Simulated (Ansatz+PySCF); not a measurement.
The numbers below are computed, except where a source is named.
This PySCF input gave a total energy of -75.26731 hartree.

```python
from pyscf import gto, scf

mol = gto.M(atom="""
O 0.000000 0.000000 -0.108960
H 0.000000 0.000000 0.871680
""", basis='def2-svp', charge=-1, spin=0)
mf = scf.RHF(mol)
mf.init_guess = 'minao'
mf.kernel()
while True:  # follow internal instabilities
    mo, _, stable, _ = mf.stability(return_status=True)
    if stable: break
    mf.kernel(mf.make_rdm1(mo, mf.mo_occ))
print(mf.converged, mf.e_tot, mf.spin_square()[0])
```

(1) Write an input for Ansatz with the same method and basis set.

Results:

(1)

```yaml
crystal:
  periodic: [false, false, false]
  atoms:
    - { symbol: O, position_ang: [0.0, 0.0, -0.10896] }
    - { symbol: H, position_ang: [0.0, 0.0, 0.87168] }
basis:
  gaussian: { orbitals: def2-SVP }
total_charge: -1
hamiltonian:
  xc: hf
```

Ansatz (development build ahead of 0.2.0) gave -75.26731 hartree, 0.00 meV from the first. Caution: no diffuse functions for an anion.
